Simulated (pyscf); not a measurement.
## Hydrogen abstraction: `[NH2][SiH2][F]` + `[H]` [doublet] -> `[NH][SiH2][F]` [doublet] + `[H][H]`

Gas phase, doublet surface, charge 0. Bonds broken: N1–H4. Bonds formed: H4–H8. Structures and frequencies: ωB97X-D3(BJ)/def2-SVP in PySCF.

Transition state (Å):

```xyz
8

N      0.5258     0.0629     0.2389
Si    -1.0479    -0.6874     0.1433
F     -2.2816     0.3521     0.3759
H      0.7547     0.3670     1.5656
H      0.6123     0.9971    -0.1753
H     -1.1253    -1.7265     1.1957
H     -1.1900    -1.2392    -1.2286
H      0.6180     0.7354     2.3450
```

One imaginary mode, 1129i cm⁻¹; descent along it reached the two sides named.

| bond | change | reactant side (Å) | saddle | product side |
|---|---|---|---|---|
| N1–H4 | breaks | 1.014 | 1.380 | 3.5 |
| H4–H8 | forms | 2.9 | 0.873 | 0.760 |

Electronic energies relative to the separated reactants (eV):

```json
[
 {"level": "ωB97X-D3(BJ)/def2-TZVP", "barrier": "0.78", "reaction energy": "+0.46", "reverse barrier": "0.32"},
 {"level": "PBE/def2-TZVP", "barrier": "0.54", "reaction energy": "+0.47", "reverse barrier": "0.07"},
 {"level": "r²SCAN/def2-TZVP", "barrier": "0.50", "reaction energy": "+0.31", "reverse barrier": "0.19"},
 {"level": "B3LYP-D3(BJ)/def2-TZVP", "barrier": "0.53", "reaction energy": "+0.30", "reverse barrier": "0.23"},
 {"level": "PBE0-D3(BJ)/def2-TZVP", "barrier": "0.70", "reaction energy": "+0.51", "reverse barrier": "0.19"},
 {"level": "M06-2X/def2-TZVP", "barrier": "0.88", "reaction energy": "+0.51", "reverse barrier": "0.37"},
 {"level": "ωB97M-D3(BJ)/def2-TZVP", "barrier": "0.79", "reaction energy": "+0.47", "reverse barrier": "0.32"},
 {"level": "HF/def2-TZVP", "barrier": "1.20", "reaction energy": "+0.25", "reverse barrier": "0.95"}
]
```

With ωB97M-D3(BJ)/def2-TZVP energies and thermal terms (ideal gas, 1 atm, RRHO with modes under 100 cm⁻¹ raised to 100, one conformer, R ln 2 for chiral ones without a mode under 150 cm⁻¹), in eV:

```csv
T (K),ΔH‡,ΔG‡,ΔH,ΔG
298,0.70,0.99,+0.39,+0.33
600,0.68,1.30,+0.39,+0.26
900,0.67,1.62,+0.38,+0.20
1200,0.66,1.94,+0.37,+0.13
```

The same reactants have a lower exit, to H₂N–SiH•–F + H₂ (barrier +0.27 eV at ωB97M-D3(BJ)/def2-TZVP, against +0.79 eV here). •HN–SiH₂–F lies 0.77 eV over its isomer H₂N–SiH•–F (electronic energy, ωB97M-D3(BJ)/def2-TZVP). One saddle was located; it need not be the lowest between these sides. The angle at the transferred H is 158°.
